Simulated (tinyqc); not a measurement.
Worked calculation: CIS and TDHF on RHF in the sto-3g basis, frozen core, for H2O, spin multiplicity 1. One step of it, computed by the program tinyqc.

Question. Integrals over molecular orbitals. (pq|rs) = sum C_ip C_jq C_kr C_ls (ij|kl), one index at a time.

coefficients C:
```
              MO1        MO2        MO3        MO4       MO5        MO6        MO7
1O 1s    0.994090  -0.232363   0.000000   0.102883  0.000000  -0.135138   0.000000
1O 2s    0.026901   0.828503   0.000000  -0.536547  0.000000   0.914324   0.000000
1O 2px   0.000000   0.000000   0.000000   0.000000  1.000000   0.000000   0.000000
1O 2py   0.000000   0.000000   0.605028   0.000000  0.000000   0.000000   1.003663
1O 2pz   0.004440   0.133034   0.000000   0.784810  0.000000   0.734621   0.000000
2H 1s   -0.006150   0.159931   0.443042   0.270148  0.000000  -0.809659  -0.851439
3H 1s   -0.006150   0.159931  -0.443042   0.270148  0.000000  -0.809659   0.851439
```

core Hamiltonian H = T + V (hartree), lower triangle:
```
             1O 1s      1O 2s     1O 2px     1O 2py     1O 2pz      2H 1s      3H 1s
1O 1s   -32.738056
1O 2s    -7.616862  -9.350300
1O 2px    0.000000   0.000000  -7.470291
1O 2py    0.000000   0.000000   0.000000  -7.635340
1O 2pz   -0.019259  -0.225259   0.000000   0.000000  -7.563872
2H 1s    -1.811986  -3.834872   0.000000  -2.086883  -1.645286  -5.134866
3H 1s    -1.811986  -3.834872   0.000000   2.086883  -1.645286  -1.645430  -5.134866
```

Two-electron integrals (ij|kl) in chemists' order, unique and non-zero (hartree):
```
(11|11) 4.785065    (21|11) 0.741380    (21|21) 0.136873    (22|11) 1.118947
(22|21) 0.256633    (22|22) 0.817206    (31|31) 0.024477    (32|31) 0.037809
(32|32) 0.180518    (33|11) 1.115814    (33|21) 0.256684    (33|22) 0.817023
(33|33) 0.880159    (41|41) 0.024477    (42|41) 0.037809    (42|42) 0.180518
(43|43) 0.047444    (44|11) 1.115814    (44|21) 0.256684    (44|22) 0.817023
(44|33) 0.785270    (44|44) 0.880159    (51|51) 0.024477    (52|51) 0.037809
(52|52) 0.180518    (53|53) 0.047444    (54|54) 0.047444    (55|11) 1.115814
(55|21) 0.256684    (55|22) 0.817023    (55|33) 0.785270    (55|44) 0.785270
(55|55) 0.880159    (61|11) 0.177925    (61|21) 0.032551    (61|22) 0.060575
(61|33) 0.060461    (61|41) 0.001193    (61|42) 0.002226    (61|44) 0.060684
(61|51) 0.000899    (61|52) 0.001676    (61|54) 0.000168    (61|55) 0.060588
(61|61) 0.007841    (62|11) 0.413897    (62|21) 0.096034    (62|22) 0.336368
(62|33) 0.330820    (62|41) 0.005727    (62|42) 0.042941    (62|44) 0.341243
(62|51) 0.004312    (62|52) 0.032334    (62|54) 0.007849    (62|55) 0.336729
(62|61) 0.023247    (62|62) 0.168494    (63|31) 0.010276    (63|32) 0.058984
(63|43) 0.009022    (63|53) 0.006794    (63|63) 0.024605    (64|11) 0.231537
(64|21) 0.054441    (64|22) 0.203683    (64|33) 0.194350    (64|41) 0.013137
(64|42) 0.083771    (64|44) 0.218605    (64|51) 0.002154    (64|52) 0.018664
(64|54) 0.011470    (64|55) 0.197872    (64|61) 0.013787    (64|62) 0.123933
(64|64) 0.114762    (65|11) 0.174345    (65|21) 0.040994    (65|22) 0.153371
(65|33) 0.146344    (65|41) 0.002154    (65|42) 0.018664    (65|44) 0.151020
(65|51) 0.011898    (65|52) 0.073038    (65|54) 0.012543    (65|55) 0.162582
(65|61) 0.010381    (65|62) 0.093320    (65|64) 0.067888    (65|65) 0.075723
(66|11) 0.538980    (66|21) 0.127089    (66|22) 0.508556    (66|33) 0.487824
(66|41) 0.010212    (66|42) 0.103952    (66|44) 0.527123    (66|51) 0.007690
(66|52) 0.078275    (66|54) 0.029592    (66|55) 0.510106    (66|61) 0.031072
(66|62) 0.314306    (66|64) 0.264174    (66|65) 0.198920    (66|66) 0.774606
(71|11) 0.177925    (71|21) 0.032551    (71|22) 0.060575    (71|33) 0.060461
(71|41) -0.001193   (71|42) -0.002226   (71|44) 0.060684    (71|51) 0.000899
(71|52) 0.001676    (71|54) -0.000168   (71|55) 0.060588    (71|61) 0.007718
(71|62) 0.022508    (71|64) 0.012151    (71|65) 0.010057    (71|66) 0.029701
(71|71) 0.007841    (72|11) 0.413897    (72|21) 0.096034    (72|22) 0.336368
(72|33) 0.330820    (72|41) -0.005727   (72|42) -0.042941   (72|44) 0.341243
(72|51) 0.004312    (72|52) 0.032334    (72|54) -0.007849   (72|55) 0.336729
(72|61) 0.022508    (72|62) 0.137808    (72|64) 0.069554    (72|65) 0.074228
(72|66) 0.212805    (72|71) 0.023247    (72|72) 0.168494    (73|31) 0.010276
(73|32) 0.058984    (73|43) -0.009022   (73|53) 0.006794    (73|63) 0.019494
(73|73) 0.024605    (74|11) -0.231537   (74|21) -0.054441   (74|22) -0.203683
(74|33) -0.194350   (74|41) 0.013137    (74|42) 0.083771    (74|44) -0.218605
(74|51) -0.002154   (74|52) -0.018664   (74|54) 0.011470    (74|55) -0.197872
(74|61) -0.012151   (74|62) -0.069554   (74|64) -0.016034   (74|65) -0.036578
(74|66) -0.094015   (74|71) -0.013787   (74|72) -0.123933   (74|74) 0.114762
(75|11) 0.174345    (75|21) 0.040994    (75|22) 0.153371    (75|33) 0.146344
(75|41) -0.002154   (75|42) -0.018664   (75|44) 0.151020    (75|51) 0.011898
(75|52) 0.073038    (75|54) -0.012543   (75|55) 0.162582    (75|61) 0.010057
(75|62) 0.074228    (75|64) 0.036578    (75|65) 0.058862    (75|66) 0.125863
(75|71) 0.010381    (75|72) 0.093320    (75|74) -0.067888   (75|75) 0.075723
(76|11) 0.164846    (76|21) 0.038571    (76|22) 0.145677    (76|33) 0.142418
(76|44) 0.145339    (76|51) 0.002772    (76|52) 0.024293    (76|55) 0.149120
(76|61) 0.009238    (76|62) 0.071732    (76|64) 0.045407    (76|65) 0.044660
(76|66) 0.136273    (76|71) 0.009238    (76|72) 0.071732    (76|74) -0.045407
(76|75) 0.044660    (76|76) 0.036740    (77|11) 0.538980    (77|21) 0.127089
(77|22) 0.508556    (77|33) 0.487824    (77|41) -0.010212   (77|42) -0.103952
(77|44) 0.527123    (77|51) 0.007690    (77|52) 0.078275    (77|54) -0.029592
(77|55) 0.510106    (77|61) 0.029701    (77|62) 0.212805    (77|64) 0.094015
(77|65) 0.125863    (77|66) 0.344566    (77|71) 0.031072    (77|72) 0.314306
(77|74) -0.264174   (77|75) 0.198920    (77|76) 0.136273    (77|77) 0.774606
```

Give: one-electron integrals over orbitals h = C^T H C; Two-electron integrals over orbitals.

Answer.

one-electron integrals over orbitals h = C^T H C (hartree), lower triangle:
```
          1        2        3        4        5        6        7
1  -32.7202
2    0.5579  -7.6855
3    0.0000   0.0000  -6.4024
4   -0.2349   0.4156   0.0000  -7.0326
5    0.0000   0.0000   0.0000   0.0000  -7.4703
6    0.3117  -1.3964   0.0000  -1.0479   0.0000  -5.3257
7    0.0000   0.0000  -1.7098   0.0000   0.0000   0.0000  -5.6173
```

Two-electron integrals over orbitals (pq|rs), unique and non-zero (hartree); the lowest 1 orbital is frozen and left out:
```
(22|22) 0.7290    (32|32) 0.1459    (33|22) 0.6478    (33|33) 0.6369
(42|22) 0.0070    (42|33) 0.0072    (42|42) 0.1234    (43|32) 0.0191
(43|43) 0.0463    (44|22) 0.6780    (44|33) 0.6021    (44|42) -0.1049
(44|44) 0.7927    (52|52) 0.1441    (53|53) 0.0290    (54|52) -0.0466
(54|54) 0.0564    (55|22) 0.7472    (55|33) 0.6314    (55|42) -0.0666
(55|44) 0.7334    (55|55) 0.8802    (62|22) 0.1434    (62|33) 0.0762
(62|42) 0.0204    (62|44) 0.0919    (62|55) 0.1601    (62|62) 0.1023
(63|32) -0.0413   (63|43) -0.0277   (63|63) 0.0714    (64|22) 0.0926
(64|33) 0.0424    (64|42) -0.0275   (64|44) 0.1184    (64|55) 0.1119
(64|62) 0.0610    (64|64) 0.0650    (65|52) 0.0601    (65|54) -0.0026
(65|65) 0.0391    (66|22) 0.6147    (66|33) 0.5729    (66|42) 0.0599
(66|44) 0.5484    (66|55) 0.5887    (66|62) 0.0960    (66|64) 0.0438
(66|66) 0.5968    (72|32) 0.0392    (72|43) -0.0338   (72|63) 0.0357
(72|72) 0.0614    (73|22) 0.1367    (73|33) 0.0910    (73|42) -0.0749
(73|44) 0.1626    (73|55) 0.1889    (73|62) 0.0776    (73|64) 0.0751
(73|66) 0.0373    (73|73) 0.1513    (74|32) -0.0768   (74|43) 0.0041
(74|63) 0.0435    (74|72) -0.0167   (74|74) 0.0681    (75|53) 0.0237
(75|75) 0.0244    (76|32) 0.1004    (76|43) 0.0459    (76|63) -0.0653
(76|72) -0.0101   (76|74) -0.0574   (76|76) 0.1163    (77|22) 0.6263
(77|33) 0.6138    (77|42) -0.0137   (77|44) 0.6122    (77|55) 0.6275
(77|62) 0.0700    (77|64) 0.0406    (77|66) 0.5672    (77|73) 0.0944
(77|77) 0.6225
```
